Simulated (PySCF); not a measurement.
An unknown is described by computed data only.

Elements present: C. Monoisotopic mass: 48.0000 u; triplet state.

| Quantity | Value |
| --- | --- |
| EPR g | 2.00271 [unrestricted B3LYP/IGLO-III, mean-field spin–orbit] |
| Dipole | 0.00 D [PBE0-D3(BJ)/def2-SVP] |
| EPR couplings | largest isotropic hyperfine couplings (means over sets of like nuclei): 13C +19.3 (×2), 13C -6.0 (×2) MHz [unrestricted B3LYP/IGLO-III] |
| Rotational structure | rotational constant B (linear): 4.932 GHz [PBE0-D3(BJ)/def2-SVP] |
| Zero-field splitting | 0.323 cm⁻¹ [unrestricted B3LYP/IGLO-III, mean-field spin–orbit] |

Gas-phase values; electronic properties from PySCF, density fitting. Levels stand in brackets. Geometry: PBE0-D3(BJ)/def2-SVP; no solvent, vibrations or thermal averaging.

Q: Which formula fits the mass and the elements?

A: C4 (calculated 48.0000). No other formula that holds each of these elements comes within 0.0003 u with a fitting electron parity and a possible valence count.

Q: Propose a structure and show how it fits.

A: Numbering: `[C:1]=[C:2]=[C:3]=[C:4]`. The vanishing dipole is forced by symmetry. The optimised geometry has point group D∞h and is a linear rotor. The largest Mulliken spin population (0.77) sits on a carbon bonded to C [C4], and on each of the 2 such atoms. The couplings belong to: 13C +19.3 MHz, carbon bonded to C [C1/C4]; 13C -6.0 MHz, carbon bonded to 2 C [C2/C3]. Structure: tetracarbon chain (`[C]=C=C=[C]`) [triplet]. The assignments are read from this structure; whether some other isomer fits the data as well wasn't checked.
